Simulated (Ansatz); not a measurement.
The input, for Ansatz 0.2.0:

```yaml
crystal:
  periodic: [false, false, false]
  atoms:
    - {symbol: Si, position_ang: [-0.101033, 0.000000, 0.000000]}
    - {symbol: H, position_ang: [-0.595905, 1.399708, 0.000000]}
    - {symbol: H, position_ang: [-0.595905, -0.699854, 1.212183]}
    - {symbol: H, position_ang: [-0.595905, -0.699854, -1.212183]}
    - {symbol: H, position_ang: [1.886967, 0.000000, 0.000000]}
    - {symbol: H, position_ang: [2.715967, 0.000000, 0.000000]}
basis:
  gaussian: {orbitals: 6-31G}
magnetization: {spin_polarized: false, initial_magnetization: 1}
correlation: {method: ccsdtq, electrons: outside_noble_gas}
```

```sh
$ ansatz run in.yaml --threads 1 --pin off --events-out ev --progress --plain --max-ram 2393MiB
```

Output:

```
505 factors; integrals over basis functions are off by at most 1.2e-7 eV
mean field evaluation 1: about -7936.1104 eV, gradient 7.7e0 eV
mean field evaluation 2: about -7936.1122 eV, gradient 7.7e0 eV
mean field evaluation 4: about -7936.5623 eV, gradient 3.7e-1 eV
mean field evaluation 8: about -7936.5655 eV, gradient 2.0e-6 eV
mean field -7936.56545172 eV, -291.6634007536 hartree, gradient 8.3e-6 eV, S^2 0.750000; 0 other end points of the search recorded, 0 dependent functions left out
mean field evaluation 16: about -7936.1172 eV, gradient 6.4e0 eV
5 core orbitals not correlated: weight in the atoms' cores, before any rotation towards them, 1.000 or more for the frozen orbitals, at most 0.000 for the correlated occupied ones
reference -7936.56545172 eV, -291.6634007536 hartree; 5, 4 occupied and 13, 14 virtual orbitals, 505 factors
second order -1.88336657 eV of doubles, -0.04292207 eV of singles
cycle   1  -2.43632377 eV  change   -5.1e-1 eV  update   6.1e-2
cycle   2  -2.72515423 eV  change   -2.9e-1 eV  update   2.7e-2
cycle   3  -2.73622400 eV  change   -1.1e-2 eV  update   6.8e-3
cycle   4  -2.73894573 eV  change   -2.7e-3 eV  update   2.5e-3
cycle   5  -2.73891350 eV  change    3.2e-5 eV  update   1.1e-3
cycle   6  -2.73884449 eV  change    6.9e-5 eV  update   3.9e-4
cycle   7  -2.73903539 eV  change   -1.9e-4 eV  update   1.1e-4
cycle   8  -2.73905709 eV  change   -2.2e-5 eV  update   4.1e-5
cycle   9  -2.73903169 eV  change    2.5e-5 eV  update   1.6e-5
cycle  10  -2.73903662 eV  change   -4.9e-6 eV  update   6.9e-6
cycle  11  -2.73903650 eV  change    1.3e-7 eV  update   2.8e-6
cycle  12  -2.73903783 eV  change   -1.3e-6 eV  update   1.1e-6
cycle  13  -2.73903731 eV  change    5.2e-7 eV  update   5.0e-7
Total energy: -7939.30448903 eV, -291.7640585181 hartree
```

For the same geometry and basis full CI lies 0.0 meV lower.

Ran on 1 thread of Arm Neoverse V1, shared host: 27 s wall, 0.29 GiB peak host memory.
